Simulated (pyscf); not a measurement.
**Four-centre exchange: `[CH3][ZnH]` + `[NH3]` → `[CH3][ZnH]` + `[NH3]`**

Gas phase, singlet surface, charge 0. Bonds broken: C1–H3, N7–H8. Bonds formed: C1–H8, H3–N7. PySCF, gas phase, ωB97X-D3(BJ)/def2-SVP geometries.

Transition state (Å):

```xyz
10

C      0.2620     0.1587    -0.3727
Zn     1.7191     0.6218     0.7615
H     -1.4777    -0.4237    -0.1482
H      0.0342     1.0409    -1.0078
H      0.6004    -0.6612    -1.0409
H      2.8580     0.9815     1.7712
N     -1.9121    -0.5866     0.8592
H     -0.8747    -0.2464     1.0524
H     -2.6553     0.0609     1.1337
H     -2.1190    -1.5585     1.1034
```

One imaginary mode, 1438i cm⁻¹; descent along it reached the two sides named, in the forms told below.

```tsv
bond	change	reactant side (Å)	saddle	product side
C1–H3	breaks	1.074	1.848	3.6
N7–H8	breaks	0.972	1.109	2.7
C1–H8	forms	4.0	1.867	1.108
H3–N7	forms	2.8	1.109	1.022
```

Electronic energies relative to the separated reactants (kJ/mol):

| level | barrier | reaction energy | reverse barrier |
|---|---|---|---|
| ωB97X-D3(BJ)/def2-TZVP | 308.7 | 0.0 | 308.7 |
| PBE/def2-TZVP | 263.4 | 0.0 | 263.4 |
| r²SCAN/def2-TZVP | 282.9 | 0.0 | 282.9 |
| B3LYP-D3(BJ)/def2-TZVP | 291.7 | 0.0 | 291.7 |
| PBE0-D3(BJ)/def2-TZVP | 282.4 | 0.0 | 282.4 |
| M06-2X/def2-TZVP | 303.1 | 0.0 | 303.1 |
| ωB97M-D3(BJ)/def2-TZVP | 299.8 | 0.0 | 299.8 |
| HF/def2-TZVP | 384.7 | 0.0 | 384.7 |

With ωB97M-D3(BJ)/def2-TZVP energies and thermal terms (ideal gas, 1 atm, RRHO with modes under 100 cm⁻¹ raised to 100, one conformer, R ln 2 for chiral ones without a mode under 150 cm⁻¹), in kJ/mol:

| T (K) | ΔH‡ | ΔG‡ | ΔH | ΔG |
|---|---|---|---|---|
| 298 | 288.5 | 324.2 | 0.0 | 0.0 |
| 600 | 290.9 | 359.5 | 0.0 | 0.0 |
| 900 | 294.4 | 393.0 | 0.0 | 0.0 |
| 1200 | 298.3 | 425.3 | 0.0 | 0.0 |

On the reactant side the descent ends in an adduct with a N–Zn contact (not fully relaxed), 11.2 kJ/mol under the separated species and 319.8 kJ/mol under the saddle at ωB97X-D3(BJ)/def2-TZVP. The same reactants have a lower exit, to H₃C–Zn–NH₂ + H₂ (barrier +111.1 kJ/mol at ωB97M-D3(BJ)/def2-TZVP, against +299.8 kJ/mol here). One saddle was located; it need not be the lowest between these sides. Elements up to Kr have no core potential and no relativistic terms here.
